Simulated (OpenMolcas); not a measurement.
**S2F2 (Thio-thionyl fluoride): FNO-MP2/cc-pVTZ (RICD fitting, virtual fraction 0.5), part 1 of 2**

Aim: the energy change on altering one bond length of S2F2 (Thio-thionyl fluoride) at FNO-MP2/cc-pVTZ (RICD fitting, virtual fraction 0.5), from 2 runs. 

The calculation is run with OpenMolcas 26.06.

### Step 1. Starting point

S2F2: 4 atoms, total charge 0, spin state singlet. SMILES: `FS(F)=S`. The shape is that of a GFN2-xTB optimisation.

Bond lengths: F1–S2 1.681 Å, S2–F3 1.682 Å, S2–S4 1.873 Å. Angles: F1–S2–F3 90.0°, F1–S2–S4 108.4°, F3–S2–S4 108.4°.

### Step 2. A single-point energy at FNO-MP2/cc-pVTZ (RICD fitting, virtual fraction 0.5)

job.inp reads:

```
* F2S2 FNO-MP2

&gateway
  baslib=$CurrDir
  coord
  4
  angstrom
  F        0.766610       0.341640       1.237090
  S       -0.514710      -0.073220       0.231030
  F        0.333030      -1.428520      -0.291570
  S       -0.584940       1.160090      -1.176550
  basis=cc-pVTZ
  group=NoSym
  ricd

&seward

&scf
  prorbitals=0

&mbpt2
  fnomp2=0.5
  domp2
  frozen=12
```

The basis set cc-pVTZ is read from a file made from the Basis Set Exchange's data (not shown).

Launch:

```sh
$ export MOLCAS_MEM=1860
$ pymolcas job.inp > job.log
```

Output:

```text
--- Start Module: gateway ---

                                              &GATEWAY

                       available to each process: 1.9 GB of memory, 1 thread

 Basis Set     1 Label: F.CC-PVTZ
 Basis set is read from library:.
 basistype.tbl is not found

 Basis Set     2 Label: S.CC-PVTZ
 Basis set is read from library:.
 basistype.tbl is not found

 Basis Set     3 Label: F.CC-PVTZ
 Basis set is read from library:.
 basistype.tbl is not found

 Basis Set     4 Label: S.CC-PVTZ
 Basis set is read from library:.
 basistype.tbl is not found

++    Symmetry information:
      ---------------------

                    Character Table for C1

                             E
                    a        1  x, y, xy, Rz, z, xz, Ry, yz, Rx, I
--

++    Basis set information:
      ----------------------

      Basis set label: F.CC-PVTZ.........

      Electronic valence basis set:
      ------------------
      Associated Effective Charge   9.000000 au
      Associated Actual Charge      9.000000 au
      Nuclear Model: Point charge

      Shell  nPrim  nBasis  Cartesian Spherical Contaminant
         s      10       4        X
         p       5       3        X
         d       2       2                 X
         f       1       1                 X

      Basis set label: S.CC-PVTZ.........

      Electronic valence basis set:
      ------------------
      Associated Effective Charge  16.000000 au
      Associated Actual Charge     16.000000 au
      Nuclear Model: Point charge

      Shell  nPrim  nBasis  Cartesian Spherical Contaminant
         s      15       5        X
         p       9       4        X
         d       2       2                 X
         f       1       1                 X

      Basis set label: F.CC-PVTZ.........

      Electronic valence basis set:
      ------------------
      Associated Effective Charge   9.000000 au
      Associated Actual Charge      9.000000 au
      Nuclear Model: Point charge

      Shell  nPrim  nBasis  Cartesian Spherical Contaminant
         s      10       4        X
         p       5       3        X
         d       2       2                 X
         f       1       1                 X

      Basis set label: S.CC-PVTZ.........

      Electronic valence basis set:
      ------------------
      Associated Effective Charge  16.000000 au
      Associated Actual Charge     16.000000 au
      Nuclear Model: Point charge

      Shell  nPrim  nBasis  Cartesian Spherical Contaminant
         s      15       5        X
         p       9       4        X
         d       2       2                 X
         f       1       1                 X
--

++    Molecular structure info:
      -------------------------

                    ************************************************
                    **** Cartesian Coordinates / bohr, angstrom ****
                    ************************************************

     Center  Label                x              y              z                     x              y              z
        1      F1               1.448683       0.645606       2.337761              0.766610       0.341640       1.237090
        2      S2              -0.972661      -0.138366       0.436583             -0.514710      -0.073220       0.231030
        3      F3               0.629335      -2.699512      -0.550987              0.333030      -1.428520      -0.291570
        4      S4              -1.105376       2.192252      -2.223357             -0.584940       1.160090      -1.176550

                    ***************************************
                    *    InterNuclear Distances / bohr    *
                    ***************************************

               1 F1            2 S2            3 F3            4 S4
    1 F1       0.000000
    2 S2       3.176790        0.000000
    3 F3       4.495110        3.178232        0.000000
    4 S4       5.451526        3.539022        5.453018        0.000000

                    *******************************************
                    *    InterNuclear Distances / angstrom    *
                    *******************************************

               1 F1            2 S2            3 F3            4 S4
    1 F1       0.000000
    2 S2       1.681085        0.000000
    3 F3       2.378710        1.681848        0.000000
    4 S4       2.884823        1.872770        2.885613        0.000000
--

            Nuclear Potential Energy            233.81495158 au

--- Stop Module: gateway /rc=_RC_ALL_IS_WELL_ ---
--- Module gateway spent 1 second ---

--- Start Module: seward ---

                                              &SEWARD

                       available to each process: 1.9 GB of memory, 1 thread

               SEWARD will generate:
                  Multipole Moment integrals up to order  2
                  Kinetic Energy integrals
                  Nuclear Attraction integrals (point charge)
                  One-Electron Hamiltonian integrals
                  Velocity integrals
                  Orbital angular momentum around ( -0.2645   0.2614  -0.2274 )
                  Velocity quadrupole around ( -0.2645   0.2614  -0.2274 )
                  RI decomposed two-electron repulsion integrals stored Cholesky style
                   - acCD auxiliary basis
                   - CD Threshold:   1.00E-04

                   Integrals are discarded if absolute value <: 1.00E-14
                   Integral cutoff threshold is set to       <: 1.00E-16

            Nuclear Potential Energy            233.81495158 au

      Basis set specifications :
      Symmetry species         a
      Basis functions          128

--- Stop Module: seward /rc=_RC_ALL_IS_WELL_ ---
--- Module seward spent 3 seconds ---

--- Start Module: scf ---

                                                &SCF

                       available to each process: 1.9 GB of memory, 1 thread

++    Input section:
      --------------

      Header of the integral files:

      Cartesian coordinates in angstrom:
      -----------------------------------------------------
      No.  Label        X            Y            Z
      -----------------------------------------------------
       1   F1         0.76661000   0.34164000   1.23709000
       2   S2        -0.51471000  -0.07322000   0.23103000
       3   F3         0.33303000  -1.42852000  -0.29157000
       4   S4        -0.58494000   1.16009000  -1.17655000
      -----------------------------------------------------
      Nuclear repulsion energy =  233.81495158
--

++    Orbital specifications:
      -----------------------

      Symmetry species               1
                                     a
      Frozen orbitals                0
      Occupied orbitals             25
      Secondary orbitals           103
      Deleted orbitals               0
      Total number of orbitals     128
      Number of basis functions    128
--

      Molecular charge                           0.000

++    Optimization specifications:
      ----------------------------

      SCF Algorithm: LK-RI/DF
      LK screening threshold:                     4.50E-02
      Local-Exchange (LK) algorithm.
       - the density matrix is decomposed
      The actual AO density is used
      Number of density matrices in core                 5
      Maximum number of NDDO SCF iterations            400
      Maximum number of HF SCF iterations              400
      Threshold for SCF energy change             1.00E-09
      Threshold for density matrix                1.00E-04
      Threshold for Fock matrix                   1.50E-04
      Threshold for linear dependence             1.00E-09
      Threshold at which DIIS is turned on        1.50E-01
      Maximum depth in the DIIS procedure                5
      Maximum depth in the BFGS Hessian update          30
      Threshold at which QNR/C2DIIS is turned on  7.50E-02
      Threshold for Norm(delta) (QNR/C2DIIS)      1.00E-03
      All orbitals punched on: SCFORB
--

      Input vectors read from INPORB
      Orbital file label: *Guess orbitals

++ Convergence information
                                   SCF        iterations: Energy and convergence statistics

Iter     Tot. SCF        One-elec.       Two-elec.     Energy      Max Dij or  Max Fij      DNorm      TNorm      AccCon     Time
         Energy          Energy          Energy        Change      Delta Norm                                                in Sec.
   1  -993.286378741 -1838.206838992   611.105508668   0.00E+00    4.18E-01*   1.59E-01*    1.04E+01   2.56E+02   None         1.
   2  -993.659409106 -1843.957880374   616.483519685  -3.73E-01*   2.44E-01*   1.45E-01*    1.04E+01   2.57E+02   EDIIS        0.
   3  -993.901888431 -1842.243726565   614.526886551  -2.42E-01*   1.18E-01*   5.91E-02*    1.04E+01   2.56E+02   EDIIS        1.
   4  -993.946893900 -1842.231851397   614.470005914  -4.50E-02*   3.69E-02*   2.58E-02*    1.03E+01   2.56E+02   c2DIIS       1.
   5  -993.972966453 -1842.324003824   614.536085788  -2.61E-02*   1.53E-02*   5.47E-03*    1.04E+01   2.56E+02   QNRc2DIIS    1.
   6  -993.973458616 -1842.284756416   614.496346217  -4.92E-04*   1.92E-02*   2.96E-03*    1.04E+01   2.56E+02   QNRc2DIIS    1.
   7  -993.973645291 -1842.307735175   614.519138301  -1.87E-04*   2.08E-03*   1.26E-03*    1.04E+01   2.56E+02   QNRc2DIIS    1.
   8  -993.973662709 -1842.298189259   614.509574966  -1.74E-05*   1.33E-03*   2.54E-04*    1.04E+01   2.56E+02   QNRc2DIIS    1.
   9  -993.973664798 -1842.294616619   614.506000238  -2.09E-06*   2.03E-04    5.05E-05     1.04E+01   2.56E+02   QNRc2DIIS    1.
  10  -993.973664869 -1842.297684524   614.509068072  -7.06E-08*   9.30E-05    2.08E-05     1.04E+01   2.56E+02   QNRc2DIIS    1.
  11  -993.973664880 -1842.297639182   614.509022719  -1.14E-08*   8.14E-05    1.30E-05     1.04E+01   2.56E+02   QNRc2DIIS    1.
  12  -993.973664884 -1842.297611139   614.508994673  -3.41E-09*   9.55E-06    3.18E-06     1.04E+01   2.56E+02   QNRc2DIIS    1.
  13  -993.973664884 -1842.297504323   614.508887856  -1.99E-10    5.86E-06    1.12E-06     1.04E+01   2.56E+02   QNRc2DIIS    1.

       Convergence after  13 Iterations
--

 *****************************************************************************************************************************
 *                                             SCF/KS-DFT Program, Final results                                             *
 *                                                       Final Results                                                       *
 *****************************************************************************************************************************

::    Total SCF energy                               -993.9736648837
      One-electron energy                           -1842.2975043228
      Two-electron energy                             614.5088878558
      Nuclear repulsion energy                        233.8149515833
      Kinetic energy (interpolated)                   993.4116421852
      Virial theorem                                    1.0005657501
      Total spin, S(S+1)                                0.0000000000
      Total spin, S                                     0.0000000000
      Max non-diagonal density matrix element           0.0000060657
      Max non-diagonal Fock matrix element              0.0000004482

      No orbitals printed

++    Molecular charges:
      ------------------

      Mulliken charges per centre
      ---------------------------

                F1      S2      F3      S4
      Total    9.3314 15.1245  9.3319 16.2122

      N-E     -0.3314  0.8755 -0.3319 -0.2122

      Total electronic charge=   50.000000

      Total            charge=   -0.000000
--

++    Molecular properties:
      ---------------------

      Charge (e):
                      =   -0.0000
      Dipole Moment (debye):
      Origin of the operator (angstrom)=   -0.1400    0.1383   -0.1203
                   X= -1.7424E+00               Y=  2.4207E-01               Z=  2.1977E-01           Total=  1.7728E+00
      Quadrupole Moment (debye*angstrom):
      Origin of the operator (angstrom)=   -0.1400    0.1383   -0.1203
                  XX= -3.6200E+01              XY=  9.0543E-01              XZ= -1.3428E+00              YY= -3.6452E+01
                  YZ= -1.1859E+00              ZZ= -3.5493E+01
      In traceless form (debye*angstrom)
                  XX= -2.2759E-01              XY=  1.3581E+00              XZ= -2.0142E+00              YY= -6.0572E-01
                  YZ= -1.7789E+00              ZZ=  8.3331E-01
--

--- Stop Module: scf /rc=_RC_ALL_IS_WELL_ ---
--- Module scf spent 12 seconds ---

--- Start Module: mbpt2 ---

                                               &MBPT2

                       available to each process: 1.9 GB of memory, 1 thread

WARNING!
Default frozen orbitals as non valence orbitals is overwritten by user input.
Default values:  12

      Cartesian coordinates in angstrom:
      -----------------------------------------------------
      No.  Label        X            Y            Z
      -----------------------------------------------------
       1   F1         0.76661000   0.34164000   1.23709000
       2   S2        -0.51471000  -0.07322000   0.23103000
       3   F3         0.33303000  -1.42852000  -0.29157000
       4   S4        -0.58494000   1.16009000  -1.17655000
      -----------------------------------------------------
      Nuclear repulsion energy =  233.81495158

      Contents of RUNFILE file:
      -------------------------

      Symmetry species                           1
                                                 a
      Number of basis functions                128
      Frozen occupied orbitals                  12
      Active occupied orbitals                  13
      Active external orbitals                 103
      Deleted external orbitals                  0

      Reference numbers of frozen occupied orbitals according to the original input sequence
      symmetry species 1                        1  2  3  4  5  6  7  8  9 10 11 12

      Energies of the active occupied orbitals

      symmetry species 1                    -1.648638     -1.606495     -1.139730     -0.899155     -0.757772
                                            -0.743605     -0.721243     -0.686453     -0.652970     -0.647080
                                            -0.528337     -0.429623     -0.407359

      Energies of the active external orbitals

      symmetry species 1                     0.034640      0.097366      0.134529      0.331453      0.336806
                                             0.353293      0.386690      0.421903      0.435465      0.451570
                                             0.468042      0.470256      0.506962      0.510691      0.628888
                                             0.711599      0.746426      0.782944      0.850187      0.852186
                                             0.926583      0.990370      0.998364      1.026646      1.072653
                                             1.126450      1.137169      1.527039      1.534781      1.601265
                                             1.618950      1.621107      1.675923      1.763074      1.786595
                                             1.817283      1.833609      1.839259      1.847155      1.850330
                                             1.883545      1.904808      1.928613      1.935462      1.967476
                                             2.012134      2.052221      2.071767      2.096490      2.132147
                                             2.189380      2.223249      2.235918      2.253746      2.307403
                                             2.314072      2.422038      2.493161      2.602277      2.694786
                                             2.779320      2.833162      2.853640      2.893172      2.954851
                                             2.996032      3.036153      3.200534      3.358273      4.034527
                                             5.087146      5.110696      5.122071      5.172239      5.188522
                                             5.659780      5.744644      7.336478      7.337082      7.355806
                                             7.361276      7.361634      7.362356      7.362842      7.368841
                                             7.393597      7.413724      7.425876      7.432020      7.469504
                                             7.491589      8.833305      8.846328      8.858375      8.858787
                                             8.993096      9.077529      9.095483      9.199734      9.260649
                                             9.364763     11.370078     11.599832

      ********************************************************************************************************
      *                                               Results                                                *
      ********************************************************************************************************

-------------------------------------------------------
 Start FNO-MP2 section
-------------------------------------------------------

 NOs specified:  50% of the total virtual space
 ------------------------------------------------------
    Symm.     Trace     (Full Dmat)     (Partial Dmat)
 ------------------------------------------------------
       1               0.466111E-01      0.455274E-01
 ------------------------------------------------------
   Sum :               0.466111E-01      0.455274E-01
 ------------------------------------------------------

 Secondary orbitals after selection:  51
 Deleted orbitals after selection:    52

 Energies of the active virtual orbitals

 symmetry species 1                          0.059557      0.132518      0.205940      0.437619      0.442389
                                             0.466600      0.492991      0.510121      0.566120      0.610392
                                             0.663840      0.677547      0.792480      0.802593      0.951503
                                             1.010967      1.098833      1.191548      1.201140      1.215687
                                             1.548022      1.554888      1.559160      1.625850      1.656846
                                             1.687027      1.687733      1.767397      1.811159      1.846149
                                             1.876266      1.911768      1.936656      1.974361      1.983919
                                             2.060009      2.119705      2.206709      2.221119      2.420657
                                             2.426753      2.657624      2.917394      2.975181      3.008910
                                             3.113553      3.184824      3.276721      3.550278      3.898252
                                             4.450889

-------------------------------------------------------
 End FNO-MP2 section
-------------------------------------------------------

       SCF energy                           =     -993.9736648837 a.u.
       Second-order correlation energy      =       -0.7675436510 a.u.
       ( Opposite-Spin contribution         =       -0.5444431630 )
       ( Same-Spin contribution             =       -0.2096136708 )
       ( Truncation error estimate          =       -0.0134868173 )

       Total energy                         =     -994.7412085348 a.u.

       Reference weight ( Cref**2 )         =        0.80761

::    Total MBPT2 energy                             -994.7412085348

       Zeroth-order energy (E0)             =     -379.4647770279 a.u.

       Shanks-type energy S1(E)             =     -994.7421684233 a.u.

--- Stop Module: mbpt2 /rc=_RC_ALL_IS_WELL_ ---
--- Module mbpt2 spent 1 second ---

.##################.
.# Happy landing! #.
.##################.

    Timing: Wall=18.71 User=16.88 System=1.76
```

Run time: 19 s. Hardware: 1 thread of AMD EPYC 7R43 (Zen 3), shared host; peak memory 0.087 GiB.

(Continued in part 2 of 2.)
